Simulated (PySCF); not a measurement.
**Relative stability**

Two relaxed structures of SiH$_{2}$O$_{2}$, singlet (PBE0-D4/def2-TZVP; forces vanish, vibrations not checked).

A:

O1  (-0.846, 1.268, -0.432)
Si2  (-0.548, -0.223, 0.461)
O3  (0.329, 0.648, -1.045)
H4  (-1.265, -1.159, -0.513)
H5  (1.052, 1.216, -0.740)
(Å)

B:

```
atom    x (Å)    y (Å)    z (Å)
  O1   1.2539  -0.2988   1.4512
 Si2   0.0786  -1.1677   1.0247
  O3  -0.5217   0.6562  -0.3820
  H4   0.3082   1.0291  -0.0466
  H5  -0.4607   0.6388  -1.3423
```

PySCF 2.14 with density fitting (its default auxiliary sets; JK sets also for MP2 and CCSD(T)); basis: def2-TZVPP; cores frozen in the correlated methods. B3LYP uses VWN-RPA correlation.

Q: Which structure is lower at CCSD(T), and by how much? (An estimate is asked for; the value comes from the calculation.)

A: By the calculation: B, by 3.994 eV (electronic energy, against the other). By their contacts, A is SiH₂O₂ ([O]1[OH][SiH]1) and B is a complex of H₂O + SiO.

All methods give the same order:

```json
{"method": "PBE-D4", "E(B) − E(A) (eV)": "-3.815"}
{"method": "r2SCAN-D4", "E(B) − E(A) (eV)": "-3.888"}
{"method": "PBE0-D4", "E(B) − E(A) (eV)": "-3.848"}
{"method": "B3LYP-D4", "E(B) − E(A) (eV)": "-3.980"}
{"method": "wB97M-V", "E(B) − E(A) (eV)": "-3.991"}
{"method": "HF", "E(B) − E(A) (eV)": "-4.007"}
{"method": "MP2", "E(B) − E(A) (eV)": "-4.318"}
{"method": "CCSD", "E(B) − E(A) (eV)": "-3.990"}
{"method": "CCSD(T)", "E(B) − E(A) (eV)": "-3.994"}
```

The T1 diagnostic stays at or below 0.020.

Labels in which every atom is bracketed show which atoms are joined, not bond orders.

For scale, one of the runs: CCSD(T)/def2-TZVPP, 132 basis functions, launched by `OMP_NUM_THREADS=2 python run.py`. Time: 58 s of wall clock on 2 CPU threads of an AMD EPYC 7B13; the host was shared. Peak host memory: 0.72 GiB.
